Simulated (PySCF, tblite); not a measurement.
# C₅H₉O radical: geometry, infrared bands and EPR parameters

Wanted: the infrared bands and EPR parameters of C₅H₉O radical (`[O]C1CCCC1`), by calculation.

Computed with tblite 0.8.0 and PySCF 2.14.0, with density-fitted response routines of our own, on a single molecule in the gas phase. Atoms are numbered from 0 throughout.

### Step 1. Starting geometry

15 atoms, charge 0, multiplicity 2; geometry from: force field or distance geometry start.

Bonds of the start (Å): O0–C1 1.37, C1–C2 1.52, C2–C3 1.52, C3–C4 1.53, C4–C5 1.52, C5–C1 1.53, C1–H6 1.10, C2–H7 1.12, C2–H8 1.10, C3–H9 1.09, C3–H10 1.11, C4–H11 1.09, C4–H12 1.10, C5–H13 1.10, C5–H14 1.11.

### Step 2. Relaxing the molecule with GFN2-xTB

Job settings and geometry (Å):

```
{"job": {"kind": "relax", "xc": "GFN2-xTB", "basis": "xTB"}, "charge": 0, "multiplicity": 2}
O      0.656700    -1.203100    -1.552700
C      0.788200    -0.958400    -0.209500
C      1.147600     0.503500     0.002600
C     -0.158900     1.260800     0.136000
C     -1.183700     0.214300    -0.294900
C     -0.610700    -1.001500     0.409500
H      1.495200    -1.618700     0.315200
H      1.659300     0.565400     0.996600
H      1.758000     0.903100    -0.817400
H     -0.241100     2.140700    -0.499000
H     -0.379200     1.458300     1.206800
H     -2.208500     0.453500     0.001900
H     -1.050700     0.024600    -1.366000
H     -1.130700    -1.930500     0.147300
H     -0.546100    -0.804000     1.501600
```

Launch:

```bash
$ OMP_NUM_THREADS=1 python probes_run.py task.json out
```

This one command runs all jobs of the session in turn.

Output:

```text
step      E/eV     max force
  0    -524.12449    2.227
  1    -524.29232    0.800
  2    -524.34716    0.727
  3    -524.40230    0.552
  4    -524.43418    0.590
  5    -524.45744    0.470
  6    -524.47347    0.232
  7    -524.47845    0.185
  8    -524.48314    0.196
  9    -524.49084    0.300
 10    -524.50193    0.438
 11    -524.51459    0.420
 12    -524.52572    0.257
 13    -524.53398    0.241
 14    -524.54168    0.261
 15    -524.54993    0.343
 16    -524.55632    0.261
 17    -524.56115    0.152
 18    -524.56602    0.162
 19    -524.57157    0.180
 20    -524.57677    0.208
 21    -524.58036    0.171
 22    -524.58262    0.121
 23    -524.58414    0.128
 24    -524.58537    0.097
 25    -524.58643    0.080
 26    -524.58729    0.093
 27    -524.58809    0.079
 28    -524.58872    0.151
 29    -524.58941    0.080
 30    -524.59024    0.069
 31    -524.59083    0.057
 32    -524.59140    0.067
 33    -524.59180    0.063
 34    -524.59217    0.056
 35    -524.59253    0.051
 36    -524.59285    0.050
 37    -524.59316    0.056
 38    -524.59343    0.049
 39    -524.59376    0.052
 40    -524.59421    0.064
 41    -524.59480    0.067
 42    -524.59550    0.074
 43    -524.59632    0.066
 44    -524.59742    0.077
 45    -524.59911    0.096
 46    -524.60165    0.114
 47    -524.60464    0.144
 48    -524.60771    0.147
 49    -524.61107    0.158
 50    -524.61435    0.171
 51    -524.61658    0.201
 52    -524.62053    0.168
 53    -524.62404    0.121
 54    -524.62726    0.112
 55    -524.62912    0.173
 56    -524.63149    0.140
 57    -524.63540    0.163
 58    -524.63862    0.106
 59    -524.63915    0.301
 60    -524.64138    0.097
 61    -524.64250    0.091
 62    -524.64478    0.188
 63    -524.64686    0.247
 64    -524.64899    0.133
 65    -524.65030    0.232
 66    -524.65167    0.091
 67    -524.65294    0.085
 68    -524.65409    0.089
 69    -524.65467    0.059
 70    -524.65512    0.064
 71    -524.65571    0.063
 72    -524.65606    0.049
 73    -524.65637    0.052
 74    -524.65659    0.037
 75    -524.65675    0.028
 76    -524.65685    0.024
 77    -524.65690    0.014
 78    -524.65692    0.010
 79    -524.65694    0.011
 80    -524.65696    0.007
```

Wall time 0.31 s (1 thread of Arm Neoverse V2, shared host).

Relaxation path: (not every step is listed)

| step | energy from step 0 (eV) | largest force (eV/Å) |
| --- | --- | --- |
| 0 | 0.0000 | 2.2274 |
| 1 | -0.1678 | 0.8005 |
| 2 | -0.2227 | 0.7272 |
| 3 | -0.2778 | 0.5518 |
| 4 | -0.3097 | 0.5904 |
| 5 | -0.3329 | 0.4695 |
| 6 | -0.3490 | 0.2320 |
| 7 | -0.3540 | 0.1847 |
| 8 | -0.3587 | 0.1956 |
| 14 | -0.4172 | 0.2609 |
| 20 | -0.4523 | 0.2078 |
| 26 | -0.4628 | 0.0933 |
| 32 | -0.4669 | 0.0670 |
| 38 | -0.4689 | 0.0489 |
| 44 | -0.4729 | 0.0769 |
| 50 | -0.4899 | 0.1714 |
| 56 | -0.5070 | 0.1405 |
| 62 | -0.5203 | 0.1884 |
| 68 | -0.5296 | 0.0888 |
| 74 | -0.5321 | 0.0365 |
| 75 | -0.5323 | 0.0278 |
| 76 | -0.5324 | 0.0242 |
| 77 | -0.5324 | 0.0145 |
| 78 | -0.5324 | 0.0105 |
| 79 | -0.5324 | 0.0112 |
| 80 | -0.5325 | 0.0071 |

Close pairs (by a distance rule), those that changed most:

| bond | before (Å) | after (Å) | change (Å) |
| --- | --- | --- | --- |
| O0–C1 | 1.372 | 1.300 | -0.072 |
| C1–C2 | 1.520 | 1.577 | +0.057 |
| C2–H7 | 1.120 | 1.087 | -0.033 |
| C1–C5 | 1.530 | 1.557 | +0.027 |
| C5–H14 | 1.112 | 1.090 | -0.021 |
| C1–H6 | 1.101 | 1.120 | +0.020 |
| C3–H10 | 1.111 | 1.092 | -0.019 |
| C4–C5 | 1.517 | 1.530 | +0.012 |

The final coordinates are the input of the step that follows.

### Step 3. Vibrational analysis with GFN2-xTB

Job settings and geometry (Å):

```
{"job": {"kind": "ir", "xc": "GFN2-xTB", "basis": "xTB"}, "charge": 0, "multiplicity": 2}
O      1.520300    -1.820430    -0.683486
C      0.850465    -0.962937     0.027732
C      1.136272     0.561172    -0.261926
C     -0.107792     1.251912     0.265130
C     -1.245255     0.313639    -0.149116
C     -0.700203    -1.096932     0.080687
H      1.211638    -1.058485     1.083789
H      2.062633     0.901919     0.193100
H      1.216177     0.661638    -1.344476
H     -0.228020     2.250860    -0.152843
H     -0.062729     1.333894     1.352862
H     -2.158292     0.500679     0.414263
H     -1.460719     0.458332    -1.208496
H     -1.022017    -1.798622    -0.686833
H     -1.016872    -1.488649     1.047701
```

Output:

```text
mode    cm-1     km/mol
  1      64.4      5.83
  2     237.7      0.78
  3     342.4     17.02
  4     430.0     27.90
  5     512.8     16.54
  6     554.7     15.31
  7     647.2    139.35
  8     789.8      2.82
  9     843.4     10.07
 10     859.2     26.05
 11     939.3      8.39
 12     967.9      1.27
 13     990.5     23.62
 14    1025.2     10.57
 15    1069.8      8.01
 16    1087.7     22.07
 17    1104.5      9.47
 18    1120.2     16.91
 19    1150.9      5.91
 20    1195.8      0.69
 21    1212.2      0.76
 22    1256.5      9.60
 23    1275.7      3.55
 24    1305.5     51.18
 25    1309.4      8.00
 26    1318.3      1.10
 27    1463.9      0.84
 28    1468.5      5.37
 29    1481.0      0.96
 30    1493.7      0.29
 31    2551.3      1.45
 32    2975.9      9.87
 33    2982.8      4.38
 34    2995.1     31.63
 35    3000.6     24.63
 36    3005.8     56.80
 37    3011.2     45.38
 38    3023.9     11.92
 39    3028.6     38.92
```

Wall time 0.27 s (1 thread of Arm Neoverse V2, shared host).

Which atoms move in the most intense modes:

| cm⁻¹ | km/mol | atoms |
| --- | --- | --- |
| 430 | 27.9 | O0 39 %, C1 15 %, C5 13 %, H13 11 % |
| 647 | 139.3 | C1 35 %, C2 25 %, H6 24 % |
| 859 | 26.1 | H9 19 %, C3 13 %, H10 13 %, C2 11 % |
| 1306 | 51.2 | C1 40 %, O0 25 % |
| 2995 | 31.6 | H12 50 %, H14 20 %, H8 16 % |
| 3006 | 56.8 | H9 42 %, H8 36 % |
| 3011 | 45.4 | H11 80 % |
| 3029 | 38.9 | H7 87 % |

### Step 4. EPR parameters: B3LYP/pcH-1

Same as in step 3 but for these lines:

```diff
@@ -1,2 +1,2 @@
-{"job": {"kind": "ir", "xc": "GFN2-xTB", "basis": "xTB"}, "charge": 0, "multiplicity": 2}
+{"job": {"kind": "epr", "basis": "pcH-1"}, "charge": 0, "multiplicity": 2}
 O      1.520300    -1.820430    -0.683486
```

With the program's defaults for keys left out, this is: UKS B3LYP, pcH-1 on C H O, non-relativistic, mean-field spin-orbit, GIAO.

Output:

```text
UKS, coarse grid
  cycle   1  E = -270.96233673  |g| = 5.72e-01
  cycle   2  E = -270.62991678  |g| = 1.10e+00
  cycle   3  E = -271.11479949  |g| = 1.12e-01
  cycle   4  E = -271.11797862  |g| = 1.05e-01
  cycle   5  E = -271.12295215  |g| = 2.05e-02
  cycle   6  E = -271.12318615  |g| = 6.82e-03
  cycle   7  E = -271.12321169  |g| = 2.40e-03
  cycle   8  E = -271.12321480  |g| = 5.25e-04
UKS, final grid
  cycle   1  E = -271.12319192  |g| = 5.51e-04
  cycle   2  E = -271.12319202  |g| = 7.02e-04
  cycle   3  E = -271.12319229  |g| = 1.42e-04
  cycle   4  E = -271.12319242  |g| = 1.38e-04
  cycle   5  E = -271.12319265  |g| = 1.24e-04
  cycle   6  E = -271.12319296  |g| = 9.62e-05
  cycle   7  E = -271.12319340  |g| = 6.37e-05
  cycle   8  E = -271.12319348  |g| = 1.77e-05
  cycle   9  E = -271.12319349  |g| = 6.27e-06
E = -271.12319349 Eh   <S^2> = 0.7543 (exact 0.7500)
g shifts (ppm)      1          2          3
  rmc          -274       -274       -274
  gc             -4         23         46
  oz_so          13       5565      50167
  total        -265       5315      49939
hyperfine (MHz)  atom isotope    a_iso     a_fc   dipolar eigenvalues
    0   17O     -47.64     -47.64   -245.03    121.92    123.11
    1   13C     -42.99     -42.99     -8.11      2.22      5.89
    2   13C      53.11      53.11     -8.97     -8.87     17.84
    3   13C       1.90       1.90     -1.45     -1.23      2.68
    4   13C       5.37       5.37     -0.93     -0.65      1.57
    5   13C       3.18       3.18     -1.60     -1.16      2.76
    6    1H     352.93     352.93     -8.73     -3.57     12.30
    7    1H      -6.20      -6.20     -5.15     -2.93      8.08
    8    1H      -2.06      -2.06     -7.07     -1.09      8.16
    9    1H       6.85       6.85     -1.65     -0.73      2.38
   10    1H       0.45       0.45     -2.20     -0.89      3.09
   11    1H       0.32       0.32     -1.07     -0.97      2.03
   12    1H       1.08       1.08     -1.61     -1.18      2.79
   13    1H       2.02       2.02     -3.82     -3.08      6.90
   14    1H       1.96       1.96     -2.99     -2.42      5.40
```

Wall time 42 s (1 thread of Arm Neoverse V2, shared host); peak memory 0.98 GiB.

Principal g values 2.00205, 2.00763, 2.05226; g(iso) = 2.02065, against 2.00232 for a free electron. They are not to be trusted: the run shows nearly degenerate orbitals, where second-order g theory doesn't apply.

Hyperfine couplings; where a row names several nuclei, a(iso) is their mean (it holds for fast rotation or exchange) and the dipolar term the largest among them:

| nuclei | isotope | a(iso) (MHz) | a(iso) (G, at g = 2.0023) | largest dipolar term (MHz) |
| --- | --- | --- | --- | --- |
| H6 | 1H | 352.9 | 125.9 | 12.3 |
| O0 | 17O | -47.6 | -17.0 | -245.0 |
| C1 | 13C | -43.0 | -15.3 | -8.1 |
| C2, C5 | 13C | 28.1 | 10.0 | 17.8 |
| H9, H12 | 1H | 4.0 | 1.4 | 2.8 |
| C3, C4 | 13C | 3.6 | 1.3 | 2.7 |
| H7, H14 | 1H | -2.1 | -0.8 | 8.1 |
| H10, H11 | 1H | 0.4 | 0.1 | 3.1 |
| H8, H13 | 1H | 0.0 | 0.0 | 8.2 |

Mulliken spin populations:

O0 0.81; C1 -0.07; C2 0.08; C3 0.01; C4 0.00; C5 0.01; H6 0.16; H7 0.00; H8 0.01; H9 0.00; H10 0.00; H11 0.00; H12 0.00; H13 0.00; H14 0.00

The fields below are evaluated on a grid from the run's orbitals.

ELF in a plane through or near 8 of the atoms.

Ten even steps from '0' (0.00) to '9' (1.00):
```
0000000000000000000000000000
0000000000000000000000000000
0000000000000000100000000000
0000000000000037763000000000
0000000121000279998100000000
0000015998610489998200000000
0000038999844579985000000000
0000027999837831541001100000
0000001577234877873125420000
0000000026776327723556631000
0000000246666227423666631000
0000026998327868964456520000
0000069999868553641124310000
0000058999623546620000000000
0000014774101356521000000000
0000000000000112210000000000
0000000000000000000000000000
0000000000000000000000000000
0000000000000000000000000000
0000000000000000000000000000
```
The map spans 10.0 Å across and 9.4 Å up, centred on the molecule. Atoms in the plane (x, y in Å): C1 (1.3, -0.1), C2 (0.4, 1.2), C3 (-1.0, 0.8), C4 (-1.1, -0.7), C5 (0.3, -1.3), H7 (0.8, 2.1), H9 (-1.8, 1.4), H11 (-1.9, -1.2).

On the surface of density 0.002 e/bohr³ the electrostatic potential runs, from the 1st to the 99th percentile, from -1.50 V near O0 to 1.09 V near H6.

The spin density lies nearest to O0 72 %; H6 13 %.

### Step 5. Summary of results

```
                                                                  quantity                                            value
                                 strongest single infrared mode (GFN2-xTB)                             647 cm⁻¹, 139 km/mol
                                              zero-point energy (GFN2-xTB)                                    80.2 kcal/mol
                                                            g(iso) (B3LYP)                                          2.02065
                                                                      ⟨S²⟩                               0.754 (exact 0.75)
                                        largest a(iso) (averaged by class)                              1H on H6, 352.9 MHz
potential on the surface of density 0.002 e/bohr³, 1st and 99th percentile                               -1.50 V and 1.09 V
                                             property runs in this session  1, of which 0 failed and 1 gave unsound results
```

In words: The optimisation took 80 steps and gained 0.532 eV; among the close pairs (by a distance rule), O0–C1 changed most, from 1.372 to 1.300 Å. No mode is imaginary among the 39: a minimum at this level. The strongest single mode, at 647 cm⁻¹, has its largest shares on C1, C2 and H6 (the list is cut at 3 atoms). GFN2-xTB is a fitted tight-binding method: band positions and strengths are rough. Its intensities can rank the bands wrongly. Most of the unpaired spin sits on O0 (0.81 e). The isotropic g lies 18.3 ppt above the free-electron value. These values are not to be trusted: the run shows nearly degenerate orbitals, where second-order g theory doesn't apply. These values are for one conformer; the search (at its own cheap level) found 1 more, at 0.71 kcal/mol, and measured spectra average over such forms.
